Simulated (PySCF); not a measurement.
**C2H2Br−, a complex of two parts: interaction energy**

What interaction energy should one expect for `C#C` with `[Br-]`?

Computed with PySCF 2.14.0; each step states its level. No surroundings beyond the atoms listed, unless a continuum is named. Atoms count from 0, parts from 1.

## (1) The system as given

5 atoms, charge -1, multiplicity 1; geometry: GFN2-xTB. Parts: 1 = atoms 0–3, `C#C`, charge 0; 2 = atom 4, `[Br-]`, charge -1.

## (2) Geometry optimisation at PBE0-D3(BJ)/def2-SVPD

Job settings and geometry (Å):

```
{"job": {"xc": "PBE0", "basis": "def2-SVPD", "d3": "d3bj", "grid": 2, "kind": "geom"}, "charge": -1, "multiplicity": 1, "parts": [{"atoms": "0-3", "charge": 0, "multiplicity": 1}, {"atoms": "4-4", "charge": -1, "multiplicity": 1}]}
C     -0.576956    -0.025430    -0.154544
C      0.599248     0.013283     0.053700
H     -1.619426    -0.059634    -0.338574
H      1.634562     0.047298     0.236968
Br    -4.156232    -0.142967    -0.786831
```

The run is started by

```bash
OMP_NUM_THREADS=1 python cluster_run.py task.json out
```

One launch serves the whole session: the jobs run in the order shown.

**Question.** The jobs that follow are: CCSD(T)/aug-cc-pVDZ and MP2/aug-cc-pVTZ counterpoise interaction energy, frozen core, gas phase. Predict: point group; rotational constants (main isotopes); interaction energy, CCSD(T) limit estimate; MP2/aug-cc-pVTZ; T1 diagnostic.

The runs gave:

| quantity | value |
| --- | --- |
| point group | C∞v |
| rotational constants (main isotopes) | 1.44, 1.44 GHz |
| interaction energy, CCSD(T) limit estimate | -9.29 kcal/mol |
| MP2/aug-cc-pVTZ | -9.33 kcal/mol |
| T1 diagnostic | 0.0091 |

What this shows: The optimisation took 6 steps and gained 0.052 eV; among the bonds of the start, C0–H2 changed most, from 1.059 to 1.099 Å. No frequency check was run at this level, so the end point may be a saddle. The interaction energy leaves out the deformation of the parts, 0.50 kcal/mol; with it the binding is about -8.79 kcal/mol. The estimate adds CCSD(T) less MP2 in the small basis (+0.35 kcal/mol) to extrapolated MP2. Hartree-Fock gives -7.15 against -9.29 kcal/mol.
